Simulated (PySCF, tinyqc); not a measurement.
Worked calculation: MP2 on RHF in the sto-6g basis, frozen core, for CH2, spin multiplicity 1. The lowest restricted solution is unstable here: a spin-polarised one lies 0.0330 hartree lower (PySCF). One step of it, computed by the program tinyqc.

Task: Second-order Moller-Plesset energy. E2 = sum_ijab (ia|jb) [2 (ia|jb) - (ib|ja)] / (e_i + e_j - e_a - e_b) over occupied i, j and virtual a, b; the opposite-spin part is (ia|jb)^2 / denominator, the rest is same-spin, and SCS-MP2 scales them by 6/5 and 1/3.

orbital energies (hartree): [-11.148284, -0.823112, -0.516382, -0.300933, 0.226607, 0.623909, 0.689883]

Two-electron integrals over orbitals (pq|rs), unique and non-zero (hartree); the lowest 1 orbital is frozen and left out:
```
(22|22) 0.549807    (32|22) -0.007035   (32|32) 0.143098    (33|22) 0.515290
(33|32) 0.004389    (33|33) 0.524914    (42|22) 0.027756    (42|32) -0.000121
(42|33) 0.021758    (42|42) 0.074091    (43|22) -0.001143   (43|32) 0.022108
(43|33) 0.000969    (43|42) 0.001847    (43|43) 0.033092    (44|22) 0.496234
(44|32) 0.000632    (44|33) 0.465125    (44|42) -0.084338   (44|43) -0.003746
(44|44) 0.667589    (52|52) 0.089163    (53|52) 0.001417    (53|53) 0.020078
(54|52) -0.040031   (54|53) -0.001087   (54|54) 0.052768    (55|22) 0.543545
(55|32) 0.000044    (55|33) 0.483485    (55|42) -0.045193   (55|43) -0.002735
(55|44) 0.582344    (55|55) 0.673218    (62|22) -0.082226   (62|32) -0.002251
(62|33) -0.028512   (62|42) 0.000881    (62|43) 0.007437    (62|44) -0.073743
(62|55) -0.122871   (62|62) 0.095677    (63|22) -0.017035   (63|32) 0.065042
(63|33) -0.004556   (63|42) 0.013005    (63|43) 0.028489    (63|44) -0.028898
(63|55) -0.031250   (63|62) 0.026760    (63|63) 0.085039    (64|22) -0.032179
(64|32) 0.016089    (64|33) -0.003620   (64|42) 0.010244    (64|43) -0.000948
(64|44) -0.060600   (64|55) -0.049433   (64|62) 0.044575    (64|63) 0.019210
(64|64) 0.035835    (65|52) -0.054281   (65|53) -0.005269   (65|54) 0.013677
(65|65) 0.043005    (66|22) 0.536556    (66|32) 0.047236    (66|33) 0.517099
(66|42) 0.051874    (66|43) 0.015587    (66|44) 0.459912    (66|55) 0.506211
(66|62) -0.060552   (66|63) 0.027927    (66|64) -0.014314   (66|66) 0.591683
(72|22) -0.019146   (72|32) -0.003104   (72|33) -0.006630   (72|42) 0.002326
(72|43) -0.031724   (72|44) -0.019776   (72|55) -0.030536   (72|62) 0.011856
(72|63) -0.040917   (72|64) 0.012544    (72|66) -0.025370   (72|72) 0.057241
(73|22) 0.049072    (73|32) 0.015705    (73|33) 0.025663    (73|42) -0.057607
(73|43) 0.003157    (73|44) 0.119587    (73|55) 0.120818    (73|62) -0.068511
(73|63) -0.010655   (73|64) -0.038676   (73|66) 0.014057    (73|72) -0.027640
(73|73) 0.116334    (74|22) -0.003389   (74|32) -0.070260   (74|33) -0.003747
(74|42) 0.001142    (74|43) 0.009470    (74|44) -0.012307   (74|55) -0.009723
(74|62) 0.012556    (74|63) -0.033772   (74|64) -0.006981   (74|66) -0.026164
(74|72) -0.005650   (74|73) -0.016941   (74|74) 0.061751    (75|52) -0.013221
(75|53) 0.017654    (75|54) 0.003503    (75|65) 0.005012    (75|75) 0.023244
(76|22) 0.010119    (76|32) -0.100124   (76|33) -0.004655   (76|42) 0.014259
(76|43) -0.030223   (76|44) -0.014161   (76|55) -0.002967   (76|62) -0.008172
(76|63) -0.063417   (76|64) -0.012408   (76|66) -0.031260   (76|72) 0.023328
(76|73) -0.026598   (76|74) 0.045122    (76|76) 0.095484    (77|22) 0.522574
(77|32) -0.049572   (77|33) 0.520027    (77|42) -0.007458   (77|43) -0.015499
(77|44) 0.521711    (77|55) 0.525964    (77|62) -0.046849   (77|63) -0.046941
(77|64) -0.020063   (77|66) 0.502590    (77|72) 0.000150    (77|73) 0.051537
(77|74) 0.019494    (77|76) 0.037180    (77|77) 0.577775
```

Hartree-Fock energy = -38.74456548 hartree

Give: Terms; Pair energies; MP2 correlation energy; SCS-MP2 correlation energy; MP2 total energy.

Result:

Terms (the 40 largest of 45):
```
i  j  a  b  (ia|jb)  (ib|ja)  denominator       term
3  3  7  7   0.1163   0.1163      -2.4125    -0.0056
2  2  5  5   0.0892   0.0892      -2.0994    -0.0038
3  3  6  6   0.0850   0.0850      -2.2806    -0.0032
2  2  6  6   0.0957   0.0957      -2.8940    -0.0032
4  4  5  5   0.0528   0.0528      -1.0551    -0.0026
3  2  7  6  -0.0685  -0.0409      -2.6533    -0.0025
2  3  6  7  -0.0685  -0.0409      -2.6533    -0.0025
4  4  7  7   0.0618   0.0618      -1.9816    -0.0019
2  2  7  7   0.0572   0.0572      -3.0260    -0.0011
2  4  5  5  -0.0400  -0.0400      -1.5773    -0.0010
4  2  5  5  -0.0400  -0.0400      -1.5773    -0.0010
4  2  6  6   0.0446   0.0446      -2.3719    -0.0008
2  4  6  6   0.0446   0.0446      -2.3719    -0.0008
4  3  6  7  -0.0387  -0.0338      -2.1311    -0.0008
3  4  7  6  -0.0387  -0.0338      -2.1311    -0.0008
4  4  6  6   0.0358   0.0358      -1.8497    -0.0007
3  4  6  7  -0.0338  -0.0387      -2.1311  -4.57e-04
4  3  7  6  -0.0338  -0.0387      -2.1311  -4.57e-04
3  2  7  7  -0.0276  -0.0276      -2.7193  -2.81e-04
2  3  7  7  -0.0276  -0.0276      -2.7193  -2.81e-04
3  2  6  6   0.0268   0.0268      -2.5873  -2.77e-04
2  3  6  6   0.0268   0.0268      -2.5873  -2.77e-04
3  3  5  5   0.0201   0.0201      -1.4860  -2.71e-04
2  3  7  6  -0.0409  -0.0685      -2.6533  -2.05e-04
3  2  6  7  -0.0409  -0.0685      -2.6533  -2.05e-04
4  3  6  6   0.0192   0.0192      -2.0651  -1.79e-04
3  4  6  6   0.0192   0.0192      -2.0651  -1.79e-04
4  3  7  7  -0.0169  -0.0169      -2.1971  -1.31e-04
3  4  7  7  -0.0169  -0.0169      -2.1971  -1.31e-04
4  2  7  6   0.0126   0.0125      -2.4378  -6.47e-05
2  4  6  7   0.0126   0.0125      -2.4378  -6.47e-05
4  2  6  7   0.0125   0.0126      -2.4378  -6.45e-05
2  4  7  6   0.0125   0.0126      -2.4378  -6.45e-05
3  3  6  7  -0.0107  -0.0107      -2.3466  -4.84e-05
3  3  7  6  -0.0107  -0.0107      -2.3466  -4.84e-05
2  2  6  7   0.0119   0.0119      -2.9600  -4.75e-05
2  2  7  6   0.0119   0.0119      -2.9600  -4.75e-05
4  4  7  6  -0.0070  -0.0070      -1.9157  -2.54e-05
4  4  6  7  -0.0070  -0.0070      -1.9157  -2.54e-05
4  2  7  7  -0.0057  -0.0057      -2.5038  -1.27e-05
```

Pair energies (hartree; pair i-j sums ij and ji):
```
pair  opposite spin  same spin
2-2         -0.0081          0
3-2         -0.0059    -0.0006
3-3         -0.0091          0
4-2         -0.0040  -1.10e-10
4-3         -0.0031  -2.26e-05
4-4         -0.0053          0
```

MP2 correlation energy = -0.036185 hartree

SCS-MP2 correlation energy = -0.042905 hartree

MP2 total energy = -38.780750 hartree
